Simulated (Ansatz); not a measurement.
# CCSD(T) against full CI for several species

Each species is computed at the geometry given (Å), with frozen cores, in Ansatz 0.2.0: RHF-CCSD(T) for singlets, UHF-CCSD(T) otherwise, and full CI in the same basis. The program picks the determinant by trial CCSD, so it needn't be the lowest Hartree–Fock solution. States: BN Σ⁺ or Δ, GeH2 A1, C2H Σ⁺ or Δ. Cases whose determinant has another symmetry than full CI's state, or whose (Q) step broke down, weren't drawn. No relativity is included.

Task: Judging by size, spin and bonding, rank them by the size of CCSD(T)'s error in total energy against full CI in the same basis, smallest first (an estimate).
A. C2H, doublet, 6-31G: C 0.000 0.000 0.074; C 0.000 0.000 -1.126; H 0.000 0.000 1.052
B. GeH2, singlet, cc-pVDZ: Ge 0.000 -0.030 0.000; H 0.000 1.091 -1.133; H 0.000 1.091 1.133
C. BN, singlet, 6-31G: B 0.000 0.000 0.000; N 0.000 0.000 1.262

Result: B (16.6 meV), A (57.9 meV), C (121.6 meV).

| species | basis | correlated electrons | CCSD(T) − full CI (meV) | CCSDT(Q) − full CI (meV) | unpaired electrons (full CI) | T1 | ⟨S²⟩ of the determinant |
| --- | --- | --- | --- | --- | --- | --- | --- |
| GeH2, singlet | cc-pVDZ | 6 | 16.6 | 0.6 | 0.07 | 0.013 | 0.00 |
| C2H, doublet | 6-31G | 9 | 57.9 | 7.1 | 1.14 | 0.068 | 1.20 |
| BN, singlet | 6-31G | 8 | -121.6* | -29.4 | 0.73 | 0.101 | 0.00 |

Unpaired electrons are Σ n²(2−n)² over natural occupations; an open shell counts its own unpaired electrons too. Frozen cores follow each run's orbitals, which moves totals by a few meV. An asterisk marks runs whose energy the program itself flagged as in doubt.
